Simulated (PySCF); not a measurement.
Oxazole, C3H3NO.
Geometry (PBE0-D3(BJ)/def2-SVP, Å), atoms numbered from 1 in this order:
```xyz
8
C3H3NO angstrom
C     -0.7081   -0.0668    0.7388
C     -0.7547    0.4310   -0.5250
O      0.4725    0.2671   -1.0745
C      1.2031   -0.3230   -0.1145
N      0.5616   -0.5468    0.9820
H     -1.4991   -0.1118    1.4851
H     -1.5168    0.8997   -1.1405
H      2.2415   -0.5493   -0.3513
```

Computed with PySCF at PBE0/pcSseg-1 and CAM-B3LYP/def2-SVPD, non-relativistic, on one gas-phase PBE0-D3(BJ)/def2-SVP geometry that isn't relaxed in the solvent. The solvent is an IEF-PCM continuum (cavity from Bondi-type radii × 1.2). Specific hydrogen bonds and non-electrostatic terms are outside this model.

Gas phase at PBE0/pcSseg-1: HOMO -7.40 eV, LUMO -0.13 eV, dipole 1.62 D.

Question: What does the continuum do to the energy, the frontier levels and the dipole at PBE0/pcSseg-1 in cyclohexane and chloroform?

Answer: 
```tsv
solvent	ε	E(solvent) − E(gas) (kcal/mol)	polarisation term (kcal/mol)	distortion of the solute (kcal/mol)	HOMO (eV)	LUMO (eV)	dipole (D)
cyclohexane	2.017	-2.06	-2.17	0.11	-7.37	-0.11	1.81
chloroform	4.711	-3.75	-4.13	0.38	-7.36	-0.10	1.98
```

The polarisation term is half the interaction of the solute with the surface charges that it induces; the rest is the cost of distorting the solute's density. The sum is the electrostatic part of solvation alone. From cyclohexane to chloroform the lowering changes by a factor 1.82, Onsager's factor (ε − 1)/(2ε + 1) by 1.76 and ε itself by 2.3.

Question: Which radius a makes the point-dipole formula ΔE = −[(ε − 1)/(2ε + 1)]·μ²/a³ give the value in chloroform, with the gas-phase dipole?

Answer: μ = 0.638 au and |ΔE| = 0.00597 Eh give a = 1.53 Å; the farthest nucleus lies 2.33 Å from the centroid of the nuclei, so such a sphere wouldn't even hold the nuclei. The formula assumes a rigid point dipole at the centre of a sphere.

Question: Which ESP-fitted charges (PBE0/pcSseg-1) respond most in chloroform (means over atoms taken as equivalent)?

Answer: 
| atoms | environment | gas (e) | solvent (e) | change |
| --- | --- | --- | --- | --- |
| N5 | pyridine-type nitrogen | -0.557 | -0.614 | -0.057 |
| C4 | aromatic CH next to a ring nitrogen | +0.420 | +0.436 | +0.016 |
| H8 | aromatic hydrogen | +0.074 | +0.087 | +0.013 |
| H7 | aromatic hydrogen | +0.213 | +0.226 | +0.013 |
| C2 | aromatic CH next to a ring oxygen | -0.231 | -0.219 | +0.012 |
| H6 | aromatic hydrogen | +0.107 | +0.117 | +0.010 |

Question: Which Mayer bond orders change most in chloroform?

Answer: 
| bond | length (Å) | gas | solvent | change |
| --- | --- | --- | --- | --- |
| C1–C2 | 1.359 | 1.638 | 1.649 | +0.011 |
| N5–C1 | 1.379 | 1.256 | 1.248 | -0.008 |
| C4–N5 | 1.290 | 1.703 | 1.696 | -0.007 |
| C2–O3 | 1.355 | 1.050 | 1.044 | -0.006 |
| O3–C4 | 1.343 | 1.114 | 1.118 | +0.004 |
| C1–H6 | 1.088 | 0.980 | 0.977 | -0.003 |
| C2–H7 | 1.086 | 0.976 | 0.973 | -0.003 |
| C4–H8 | 1.089 | 0.960 | 0.957 | -0.003 |

Question: How do the nuclear quadrupole coupling constants eQVzz/h respond in chloroform?

Answer: 
| nucleus | Q (barn) | gas (MHz) | solvent (MHz) | η gas | η solvent |
| --- | --- | --- | --- | --- | --- |
| 17O at O3 | -0.0256 | -8.21 | -8.11 | 0.07 | 0.08 |
| 14N at N5 | 0.02044 | -4.65 | -4.47 | 0.16 | 0.14 |

Gas phase at CAM-B3LYP/def2-SVPD: HOMO -8.74 eV, LUMO 0.87 eV, dipole 1.58 D.

Question: What does the continuum do to the energy, the frontier levels and the dipole at CAM-B3LYP/def2-SVPD in cyclohexane and chloroform?

Answer: 
```
    solvent      ε  E(solvent) − E(gas) (kcal/mol)  polarisation term (kcal/mol)  distortion of the solute (kcal/mol)  HOMO (eV)  LUMO (eV)  dipole (D)
cyclohexane  2.017                           -1.95                         -2.07                                 0.12      -8.70       0.91        1.79
 chloroform  4.711                           -3.56                         -3.98                                 0.42      -8.68       0.92        1.98
```

Question: How does the static polarisability (CAM-B3LYP/def2-SVPD, frozen core, with the continuum's full static response) change?

Answer: 
| medium | isotropic (au) | principal values (au) | ⟨r²⟩ of the electrons (bohr²) |
| --- | --- | --- | --- |
| gas | 41.6 | 28.5, 45.5, 50.7 | 270.4 |
| cyclohexane | 46.4 | 31.3, 51.2, 56.6 | 270.2 |
| chloroform | 50.7 | 34.1, 56.4, 61.7 | 270.1 |

The isotropic value in chloroform is 1.22 times the gas-phase one; no cavity-field correction is applied. ⟨r²⟩ is taken about the centre of nuclear charge.
